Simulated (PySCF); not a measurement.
C₄H₇FO.
Cartesian coordinates in Å at the PBE0-D3(BJ)/def2-SVP level; atoms count from 1:
```xyz
13
C4H7FO angstrom
C      2.080   -0.804    0.011
O      0.782   -0.574    0.487
C      0.305    0.673    0.262
C     -0.988    0.894    0.008
C     -2.058   -0.119   -0.137
F     -1.401    2.166   -0.116
H      2.373   -1.813    0.328
H      2.801   -0.077    0.431
H      2.130   -0.745   -1.092
H      1.009    1.512    0.338
H     -1.631   -1.125   -0.048
H     -2.553   -0.020   -1.117
H     -2.832    0.011    0.637
```

Level of theory: core-valence-separated Tamm–Dancoff BHandHLYP/aug-pcX-1 (pcseg-1 on H) in PySCF, non-relativistic, gas phase, PBE0-D3(BJ)/def2-SVP geometry. No empirical shift is added; at this level the pattern usually sits a few eV under experiment.

Problem. Give energies, oscillator strengths and core holes at the F K edge.

Solution. 
```json
{"E (eV)": "686.24", "f": "0.0218", "core hole on": "F6", "main final orbital": "spread"}
{"E (eV)": "686.49", "f": "0.0078", "core hole on": "F6", "main final orbital": "LUMO+6 (36 %)"}
{"E (eV)": "687.18", "f": "0.0161", "core hole on": "F6", "main final orbital": "spread"}
{"E (eV)": "687.69", "f": "0.0027", "core hole on": "F6", "main final orbital": "LUMO+1 (47 %)"}
{"E (eV)": "688.06", "f": "0.0021", "core hole on": "F6", "main final orbital": "LUMO (58 %)"}
{"E (eV)": "688.23", "f": "0.0031", "core hole on": "F6", "main final orbital": "spread"}
{"E (eV)": "688.52", "f": "0.0019", "core hole on": "F6", "main final orbital": "spread"}
```

The first line with a tenth or more of the strongest one's intensity is at 686.24 eV (f = 0.022), with the hole on F6 (vinyl fluorine). It is also the strongest listed.

Problem. Give energies, oscillator strengths and core holes at the O K edge.

Solution. 
| E (eV) | f | core hole on | main final orbital |
| --- | --- | --- | --- |
| 534.00 | 0.0158 | O2 | spread |
| 534.20 | 0.0080 | O2 | spread |
| 534.51 | 0.0066 | O2 | LUMO (70 %) |
| 535.29 | 0.0012 | O2 | LUMO+1 (40 %) |
| 535.41 | 0.0144 | O2 | LUMO+3 (39 %) |
| 535.64 | 0.0063 | O2 | LUMO+6 (34 %) |
| 535.87 | 0.0122 | O2 | spread |

The first line with a tenth or more of the strongest one's intensity is at 534.00 eV (f = 0.016), with the hole on O2 (ether oxygen). It is also the strongest listed.

Problem. What does the C 1s absorption edge look like?

Solution. 
```json
{"E (eV)": "284.61", "f": "0.0612", "core hole on": "C3", "main final orbital": "LUMO+6 (42 %)", "polarisation": "normal to the local trigonal plane"}
{"E (eV)": "285.09", "f": "0.0678", "core hole on": "C4", "main final orbital": "LUMO+6 (38 %)", "polarisation": "normal to the local trigonal plane"}
{"E (eV)": "285.73", "f": "0.0066", "core hole on": "C5", "main final orbital": "LUMO+1 (85 %)", "polarisation": "–"}
{"E (eV)": "285.95", "f": "0.0121", "core hole on": "C5", "main final orbital": "spread", "polarisation": "–"}
{"E (eV)": "286.63", "f": "0.0303", "core hole on": "C5", "main final orbital": "spread", "polarisation": "–"}
{"E (eV)": "286.74", "f": "0.0336", "core hole on": "C1", "main final orbital": "LUMO (39 %)", "polarisation": "–"}
{"E (eV)": "286.95", "f": "0.0222", "core hole on": "C5", "main final orbital": "LUMO+7 (63 %)", "polarisation": "–"}
{"E (eV)": "287.05", "f": "0.0291", "core hole on": "C3", "main final orbital": "LUMO+2 (33 %)", "polarisation": "in the local trigonal plane"}
{"E (eV)": "287.26", "f": "0.0081", "core hole on": "C1", "main final orbital": "LUMO (51 %)", "polarisation": "–"}
{"E (eV)": "287.30", "f": "0.0002", "core hole on": "C5", "main final orbital": "LUMO+5 (46 %)", "polarisation": "–"}
{"E (eV)": "287.40", "f": "0.0037", "core hole on": "C5", "main final orbital": "LUMO (59 %)", "polarisation": "–"}
{"E (eV)": "287.55", "f": "0.0344", "core hole on": "C1", "main final orbital": "LUMO+2 (41 %)", "polarisation": "–"}
{"E (eV)": "287.68", "f": "0.0515", "core hole on": "C4", "main final orbital": "spread", "polarisation": "in the local trigonal plane"}
{"E (eV)": "287.70", "f": "0.0370", "core hole on": "C1", "main final orbital": "LUMO+3 (44 %)", "polarisation": "–"}
{"E (eV)": "287.80", "f": "0.0008", "core hole on": "C5", "main final orbital": "LUMO+4 (33 %)", "polarisation": "–"}
{"E (eV)": "287.83", "f": "0.0054", "core hole on": "C5", "main final orbital": "LUMO+2 (37 %)", "polarisation": "–"}
{"E (eV)": "287.96", "f": "0.0105", "core hole on": "C3", "main final orbital": "spread", "polarisation": "in the local trigonal plane"}
{"E (eV)": "288.04", "f": "0.0047", "core hole on": "C5", "main final orbital": "LUMO+3 (33 %)", "polarisation": "–"}
{"E (eV)": "288.24", "f": "0.0037", "core hole on": "C3", "main final orbital": "LUMO+1 (46 %)", "polarisation": "mixed"}
```

The first line with a tenth or more of the strongest one's intensity is at 284.61 eV (f = 0.061), with the hole on C3 (vinylic carbon bearing oxygen), polarised normal to the local trigonal plane: a 1s→π* resonance. The strongest listed is at 285.09 eV (f = 0.068; C4, 1s→π*).

Roots within 0.03 eV whose holes lie on the same, on equivalent or on shared atoms are summed into one line, and the highest roots are left out, as the search may have cut off their partners. Final orbitals are the ground state's empty Kohn–Sham orbitals. A dash: too weak, shared between unlike atoms, or no plane or axis to refer to.

Problem. What length of transition dipole belongs to the line at 686.24 eV?

Solution. From f = (2/3) ΔE |μ|² in atomic units, with ΔE = 25.219 Eh and f = 0.0218: |μ| = 0.036 au = 0.09 D.

Only the lowest roots of each edge were sought.

One conformer stands for the species.
